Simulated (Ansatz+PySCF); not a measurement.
Two shapes of singlet C₄H₅N.

Shape 1:

```xyz
10

N     1.1173    0.0000    0.0000
C     0.3342    1.1192    0.0000
C    -0.9829    0.7107    0.0000
C    -0.9829   -0.7107    0.0000
C     0.3342   -1.1192    0.0000
H     2.1270    0.0000    0.0000
H     0.7706    2.1157    0.0000
H    -1.8524    1.3654    0.0000
H    -1.8524   -1.3654    0.0000
H     0.7706   -2.1157    0.0000
```

Shape 2:

```xyz
10

N     1.0279    0.0000    0.0000
C     0.3075    1.0297    0.0000
C    -0.9043    0.6539    0.0000
C    -0.9043   -0.6539    0.0000
C     0.3075   -1.0297    0.0000
H     1.9568    0.0000    0.0000
H     0.7090    1.9464    0.0000
H    -1.7042    1.2561    0.0000
H    -1.7042   -1.2561    0.0000
H     0.7090   -1.9464    0.0000
```

Basis set: def2-SVP (spherical functions). Correlated methods keep 5 orbitals frozen. Charge 0, multiplicity 1.

Computed with Ansatz (development build ahead of 0.2.0); each method stands on the lowest determinant of its kind that the runs found.

Problem. Which shape is lower in energy, and by how much in each method?

Solution.

| method | E(2) − E(1) (eV) |
| --- | --- |
| RHF | 2.520 |
| UHF | 2.520 |
| RHF-MP2 | 3.037 |
| UHF-MP2 | 3.037 |

Shape 1 is lower.
